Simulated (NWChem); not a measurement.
The numbers come from NWChem runs, not from measurements. System: dichloromethane (CH2Cl2), charge 0, spin multiplicity 1, at a geometry optimised with B3LYP/def2-SVP. Level: B3LYP/def2-TZVP, VWN1-RPA local correlation.

The NWChem input:

```
start mol
memory heap 200 mb stack 900 mb global 1100 mb
geometry units angstroms nocenter noautoz
  Cl     1.493699     0.000000     0.215823
  C      0.000000     0.000000    -0.762074
  Cl    -1.493699     0.000000     0.215823
  H      0.000000     0.902599    -1.382769
  H      0.000000    -0.902599    -1.382769
  symmetry group C2v
end
basis spherical
  * library def2-tzvp
end
dft
  xc b3lyp
  semidirect memsize 60000000 filesize 0
  iterations 100
end
task dft energy
```

Part of the output:

```
             Northwest Computational Chemistry Package (NWChem) 7.3.0
             --------------------------------------------------------

                                NWChem Input Module
                                -------------------

 Scaling coordinates for geometry "geometry" by  1.889725989
 (inverse scale =  0.529177249)

 Turning off AUTOSYM since
 SYMMETRY directive was detected!

                             Geometry "geometry" -> ""
                             -------------------------

 Output coordinates in angstroms (scale by  1.889725989 to convert to a.u.)

  No.       Tag          Charge          X              Y              Z
 ---- ---------------- ---------- -------------- -------------- --------------
    1 Cl                  17.0000     1.49369900     0.00000000     0.21582300
    2 C                    6.0000     0.00000000     0.00000000    -0.76207400
    3 Cl                  17.0000    -1.49369900     0.00000000     0.21582300
    4 H                    1.0000     0.00000000     0.90259900    -1.38276900
    5 H                    1.0000     0.00000000    -0.90259900    -1.38276900

 Effective nuclear repulsion energy (a.u.)     132.9528830496

            Nuclear Dipole moment (a.u.)
            ----------------------------
        X                 Y               Z
 ---------------- ---------------- ----------------
     0.0000000000     0.0000000000    -0.0000000000

      Symmetry information
      --------------------

 Group name             C2v
 Group number             16
 Group order               4
 No. of unique centers     3

      Symmetry unique atoms

     1    2    4


 Summary of "ao basis" -> "" (spherical)
 ------------------------------------------------------------------------------
       Tag                 Description            Shells   Functions and Types
 ---------------- ------------------------------  ------  ---------------------
 *                         def2-tzvp                  on all atoms

                                 NWChem DFT Module
                                 -----------------

 Summary of "ao basis" -> "ao basis" (spherical)
 ------------------------------------------------------------------------------
       Tag                 Description            Shells   Functions and Types
 ---------------- ------------------------------  ------  ---------------------
 Cl                        def2-tzvp                13       37   5s5p2d1f
 C                         def2-tzvp                11       31   5s3p2d1f
 H                         def2-tzvp                 4        6   3s1p

 Summary of "ao basis" -> "ao basis" (spherical)
 ------------------------------------------------------------------------------
       Tag                 Description            Shells   Functions and Types
 ---------------- ------------------------------  ------  ---------------------
 Cl                        def2-tzvp                13       37   5s5p2d1f
 C                         def2-tzvp                11       31   5s3p2d1f
 H                         def2-tzvp                 4        6   3s1p

      Symmetry analysis of basis
      --------------------------

        a1         44
        a2         16
        b1         33
        b2         24

            General Information
            -------------------
          SCF calculation type: DFT
          Wavefunction type:  closed shell.
          No. of atoms     :     5
          No. of electrons :    42
           Alpha electrons :    21
            Beta electrons :    21
          Charge           :     0
          Spin multiplicity:     1
          Use of symmetry is: on ; symmetry adaption is: on
          Maximum number of iterations: 100
          AO basis - number of functions:   117
                     number of shells:    45
          Convergence on energy requested:  1.00D-06
          Convergence on density requested:  1.00D-05
          Convergence on gradient requested:  5.00D-04

              XC Information
              --------------
                         B3LYP Method XC Potential
                     Hartree-Fock (Exact) Exchange  0.200
                        Slater Exchange Functional  0.800 local
                    Becke 1988 Exchange Functional  0.720 non-local
              Lee-Yang-Parr Correlation Functional  0.810
                  VWN I RPA Correlation Functional  0.190 local

             Grid Information
             ----------------
          Grid used for XC integration:  medium
          Radial quadrature: Mura-Knowles
          Angular quadrature: Lebedev.
          Tag              B.-S. Rad. Rad. Pts. Rad. Cut. Ang. Pts.
          ---              ---------- --------- --------- ---------
          Cl                  1.00       88           9.0       590
          C                   0.70       49           7.0       434
          H                   0.35       45           8.0       434
          Grid pruning is: on
          Number of quadrature shells:   182
          Spatial weights used:  Erf1

          Convergence Information
          -----------------------
          Convergence aids based upon iterative change in
          total energy or number of iterations.
          Levelshifting, if invoked, occurs when the
          HOMO/LUMO gap drops below (HL_TOL):  1.00D-02
          DIIS, if invoked, will attempt to extrapolate
          using up to (NFOCK): 10 stored Fock matrices.

                    Damping( 0%)  Levelshifting(0.5)       DIIS
                  --------------- ------------------- ---------------
          dE  on:    start            ASAP                start
          dE off:    2 iters        100 iters           100 iters

      Screening Tolerance Information
      -------------------------------
          Density screening/tol_rho:  1.00D-10
          AO Gaussian exp screening on grid/accAOfunc:  14
          CD Gaussian exp screening on grid/accCDfunc:  20
          XC Gaussian exp screening on grid/accXCfunc:  20
          Schwarz screening/accCoul:  1.00D-08

      Superposition of Atomic Density Guess
      -------------------------------------

 Sum of atomic energies:        -957.62632381

      Non-variational initial energy
      ------------------------------

 Total energy =    -958.469088
 1-e energy   =   -1586.215190
 2-e energy   =     494.793219
 HOMO         =      -0.353960
 LUMO         =       0.032517

      Symmetry analysis of molecular orbitals - initial
      -------------------------------------------------

  Numbering of irreducible representations:

     1 a1          2 a2          3 b1          4 b2

  Orbital symmetries:

     1 b1          2 a1          3 a1          4 a1          5 b1
     6 a1          7 b1          8 b2          9 a1         10 a2
    11 b1         12 a1         13 b1         14 a1         15 b2
    16 a1         17 b1         18 a2         19 a1         20 b1
    21 b2         22 a1         23 b1         24 a1         25 b2
    26 a1         27 b1         28 b2         29 a1         30 b1
    31 b2

------------------------------------------------------------
EAF file 0: "./mol.aoints.0" size=524288 bytes
------------------------------------------------------------
               write      read    awrite     aread      wait
               -----      ----    ------     -----      ----
     calls:        1         0         0         0         0
   data(b): 5.24e+05  0.00e+00  0.00e+00  0.00e+00
   time(s): 0.00e+00  0.00e+00  0.00e+00  0.00e+00  0.00e+00
rate(mb/s): 0.00e+00  0.00e+00
------------------------------------------------------------

   convergence    iter        energy       DeltaE   RMS-Dens  Diis-err    time
 ---------------- ----- ----------------- --------- --------- ---------  ------
 d= 0,ls=0.0,diis     1   -959.6958430734 -1.09D+03  7.31D-03  1.41D+00     1.2
 d= 0,ls=0.0,diis     2   -959.6039830956  9.19D-02  5.63D-03  1.48D+00     1.3
 d= 0,ls=0.0,diis     3   -959.7520874881 -1.48D-01  1.68D-03  1.99D-01     1.5
 d= 0,ls=0.0,diis     4   -959.7767261200 -2.46D-02  2.31D-04  1.38D-03     1.6
 d= 0,ls=0.0,diis     5   -959.7768449211 -1.19D-04  5.09D-05  1.08D-04     1.8
  Resetting Diis
 d= 0,ls=0.0,diis     6   -959.7768555755 -1.07D-05  5.17D-06  1.08D-06     1.9
 d= 0,ls=0.0,diis     7   -959.7768556891 -1.14D-07  2.16D-06  5.25D-08     2.1

         Total DFT energy =     -959.776855689088
      One electron energy =    -1588.028885156373
           Coulomb energy =      557.993004507227
    Exchange-Corr. energy =      -62.693858089559
 Nuclear repulsion energy =      132.952883049618

 Numeric. integr. density =       41.999999544023

     Total iterative time =      1.8s

                  Occupations of the irreducible representations
                  ----------------------------------------------

                     irrep           alpha         beta
                     --------     --------     --------
                     a1                9.0          9.0
                     a2                2.0          2.0
                     b1                7.0          7.0
                     b2                3.0          3.0

                       DFT Final Molecular Orbital Analysis
                       ------------------------------------

 Vector   19  Occ=2.000000D+00  E=-3.326405D-01  Symmetry=a2
              MO Center=  1.4D-14, -2.3D-15,  1.9D-01, r^2= 3.4D+00
   Bfn.  Coefficient  Atom+Function         Bfn.  Coefficient  Atom+Function
  ----- ------------  ---------------      ----- ------------  ---------------
    16      0.382854  1 Cl py                84     -0.382854  3 Cl py
    19      0.259979  1 Cl py                87     -0.259979  3 Cl py
    13      0.190035  1 Cl py                81     -0.190035  3 Cl py
     7     -0.151523  1 Cl py                75      0.151523  3 Cl py
    10     -0.070026  1 Cl py                78      0.070026  3 Cl py

 Vector   20  Occ=2.000000D+00  E=-3.165239D-01  Symmetry=b1
              MO Center=  6.5D-14,  6.7D-16,  1.6D-01, r^2= 3.5D+00
   Bfn.  Coefficient  Atom+Function         Bfn.  Coefficient  Atom+Function
  ----- ------------  ---------------      ----- ------------  ---------------
    15      0.293438  1 Cl px                83      0.293438  3 Cl px
    17     -0.266639  1 Cl pz                85      0.266639  3 Cl pz
    18      0.200657  1 Cl px                86      0.200657  3 Cl px
    20     -0.177912  1 Cl pz                88      0.177912  3 Cl pz
    12      0.143656  1 Cl px                80      0.143656  3 Cl px

 Vector   21  Occ=2.000000D+00  E=-3.105003D-01  Symmetry=b2
              MO Center= -1.2D-14,  1.8D-15,  1.7D-03, r^2= 3.4D+00
   Bfn.  Coefficient  Atom+Function         Bfn.  Coefficient  Atom+Function
  ----- ------------  ---------------      ----- ------------  ---------------
    16      0.353092  1 Cl py                84      0.353092  3 Cl py
    19      0.256881  1 Cl py                87      0.256881  3 Cl py
    13      0.177481  1 Cl py                81      0.177481  3 Cl py
    44     -0.141703  2 C  py                 7     -0.139986  1 Cl py
    75     -0.139986  3 Cl py               107     -0.136410  4 H  s

 Vector   22  Occ=0.000000D+00  E=-1.897897D-02  Symmetry=a1
              MO Center= -5.5D-14,  1.4D-14, -2.0D-01, r^2= 3.9D+00
   Bfn.  Coefficient  Atom+Function         Bfn.  Coefficient  Atom+Function
  ----- ------------  ---------------      ----- ------------  ---------------
    41      0.762462  2 C  s                 42      0.667148  2 C  s
    18      0.443681  1 Cl px                86     -0.443681  3 Cl px
     5     -0.386286  1 Cl s                 73     -0.386286  3 Cl s
   108     -0.347311  4 H  s                114     -0.347311  5 H  s
    48      0.284153  2 C  pz                51      0.279216  2 C  pz

 Vector   23  Occ=0.000000D+00  E= 2.189771D-02  Symmetry=b1
              MO Center=  2.4D-14, -3.5D-16, -2.3D-01, r^2= 3.7D+00
   Bfn.  Coefficient  Atom+Function         Bfn.  Coefficient  Atom+Function
  ----- ------------  ---------------      ----- ------------  ---------------
    49      0.843572  2 C  px                 5     -0.612953  1 Cl s
    73      0.612953  3 Cl s                 46      0.439975  2 C  px
    20      0.429693  1 Cl pz                88     -0.429693  3 Cl pz
    18      0.376493  1 Cl px                86      0.376493  3 Cl px
    43      0.363132  2 C  px                17      0.162744  1 Cl pz

 Vector   24  Occ=0.000000D+00  E= 4.481226D-02  Symmetry=a1
              MO Center=  1.0D-15,  8.7D-15, -1.2D+00, r^2= 4.7D+00
   Bfn.  Coefficient  Atom+Function         Bfn.  Coefficient  Atom+Function
  ----- ------------  ---------------      ----- ------------  ---------------
    42      1.967905  2 C  s                108     -1.889244  4 H  s
   114     -1.889244  5 H  s                 51     -1.257338  2 C  pz
    18     -0.291225  1 Cl px                86      0.291225  3 Cl px
     5      0.258677  1 Cl s                 73      0.258677  3 Cl s
    45     -0.227388  2 C  pz                48     -0.149528  2 C  pz

 center of mass
 --------------
 x =   0.00000000 y =   0.00000000 z =   0.07117642

 moments of inertia (a.u.)
 ------------------
          55.722146471186           0.000000000000           0.000000000000
           0.000000000000         607.088939782521           0.000000000000
           0.000000000000           0.000000000000         563.095023632613

     Multipole analysis of the density
     ---------------------------------

     L   x y z        total         alpha         beta         nuclear
     -   - - -        -----         -----         ----         -------
     0   0 0 0     -0.000000    -21.000000    -21.000000     42.000000

     1   1 0 0      0.000000      0.000000      0.000000      0.000000
     1   0 1 0     -0.000000     -0.000000     -0.000000      0.000000
     1   0 0 1     -0.656249     -0.328124     -0.328124     -0.000000

     2   2 0 0    -25.116911   -148.006510   -148.006510    270.896110
     2   1 1 0     -0.000000     -0.000000     -0.000000      0.000000
     2   1 0 1      0.000000      0.000000      0.000000      0.000000
     2   0 2 0    -23.292929    -14.555757    -14.555757      5.818585
     2   0 1 1      0.000000      0.000000      0.000000      0.000000
     2   0 0 2    -22.119856    -26.937498    -26.937498     31.755140

 Task  times  cpu:        2.1s     wall:        2.1s

 Total times  cpu:        2.1s     wall:        2.1s
```
